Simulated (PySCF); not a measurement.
Atom-mapped SMILES (the numbers label the heavy atoms): `[CH2:1]=[C:2]=[CH:3][CH:4]([F:5])[F:6]`; H(Xn) means a hydrogen on atom n.

Geometry: PBE0-D3(BJ)/def2-SVP; GIAO shifts from PySCF, gas phase, non-relativistic, averaged over equivalent atoms.

At PBE0/STO-3G (34 basis functions, 2.4 s wall time on 1 thread of an Arm Neoverse V1, shared host):
| atoms | δ (ppm) |
| --- | --- |
| C2 | 176.9 |
| C4 | 85.6 |
| C1 | 77.0 |
| C3 | 76.5 |
| F5/F6 | -107.0 |
| H(C3) | 4.79 |
| H(C1) | 4.67 |
| H(C4) | 3.59 |

Shifts are taken against calculated references (same method and geometry level): TMS for ¹³C (234.69 ppm), ¹H (32.60 ppm); CFCl3 for ¹⁹F (304.40 ppm).

Q: Predict the values at OPBE/pcSseg-2 on the same geometry.

A: 
```
atoms  δ at OPBE/pcSseg-2  change
   C2               217.5   +40.6
   C4               123.0   +37.4
   C1                79.9    +2.9
   C3                92.3   +15.8
F5/F6              -128.5   -21.5
H(C3)                5.59   +0.80
H(C1)                5.16   +0.49
H(C4)                6.30   +2.71
```

δ = σ(ref) − σ, references computed at the same level: TMS for ¹³C (σref 184.41), ¹H (σref 31.20); ¹⁹F (σref 155.15) against CFCl3.

The largest change is at C2 (central carbon of an allene). Cost: 272 basis functions, 55 s wall time on 1 thread of an Arm Neoverse N1, shared host. The order of the carbon signals changes between the two levels.

Unscaled 19F shifts against computed CFCl3 carry errors that often reach 10 to 50 ppm.
